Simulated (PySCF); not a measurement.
Published values to compare with (the computed states carry no symmetry labels, so the two lists aren't matched line by line):

```tsv
state	E (eV)	f	kind of transition	source
3A''(n→π*)	1.91		vertical absorption	[1]
1A''(n→π*)	2.10		vertical absorption	[2]
1A''(n→π*)	2.11	0.000	vertical absorption	[1]
```

[1] computed, theoretical best estimate (aug-cc-pVTZ, frozen core, CC3 geometry), gas; Veril, Scemama, Caffarel, Lipparini, Boggio-Pasqua, Jacquemin, Loos, WIREs Comput. Mol. Sci. 2021, 11, e1517 (QUESTDB)
[2] computed, theoretical best estimate (aug-cc-pVTZ), revised with CC4, gas; Loos, Lipparini, Matthews, Blondel, Jacquemin, revising reference values with EOM-CC4 (2022), arXiv:2204.11658

Species: thioacrolein, C3H4S.
Bonds: C1–C2 (double), C2–C3, C3–S4 (double). Hydrogens: H5, H6 on C1; H7 on C2; H8 on C3.

Method used: PySCF, TDDFT CAM-B3LYP/aug-cc-pVTZ, vertical, gas phase, core orbitals frozen in the response. One conformer (not necessarily the lowest) at the PBE0-D3(BJ)/def2-TZVP geometry, without solvent, vibrations or thermal averaging. Torsions of this conformer, `[CH2:1]=[CH:2][CH:3]=[S:4]`: C1–C2–C3–S4 180°.

Computed singlets: 2.21 eV (f 0.000); 4.93 eV (f 0.525); 5.89 eV (f 0.048); 6.13 eV (f 0.002); 6.32 eV (f 0.053); 6.34 eV (f 0.007); 6.50 eV (f 0.001); 6.81 eV (f 0.003); 6.83 eV (f 0.000); 6.89 eV (f 0.013). Computed triplets (Tamm–Dancoff): 1.75, 2.48, 4.55, 5.57 eV.

Task: How does the lowest computed triplet compare with the best estimate listed for the lowest triplet (vertical absorption)?

Result: 1.75 eV against 1.91 eV for 3A''(n→π*) [1]: a difference of -0.16 eV. Geometry and basis of the two calculations needn't be the same.

Note on [2]: revises the 2021 QUESTDB value.

Hardware: Arm Neoverse N1, one thread, no GPU, shared host with 64 logical CPUs at a one-minute load of 61. Cost: 54 s, 1.0 GiB resident at most.
